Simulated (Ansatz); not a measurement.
Rutile PbO2 was calculated with PBEsol (PAW; Ansatz, a program for electronic structure).

Settings: plane-wave cutoff 500 eV, 14×6×1 k mesh (along the axes of the cell as run), Fermi–Dirac smearing 0.05 eV, scalar-relativistic PAW data made under PBE.

Give the computed surface energy of the (110) face and work function of the (110) face.


- surface energy of the (110) face = 0.70 J/m²
- work function of the (110) face = 7.37 eV

The slab of 24 atoms is relaxed and unreconstructed.

Spin–orbit coupling is not included; it can shift volumes and moduli of such heavy elements.

Computed values are for the static lattice.

Cost on a shared machine: around 30 core-minutes (rough).
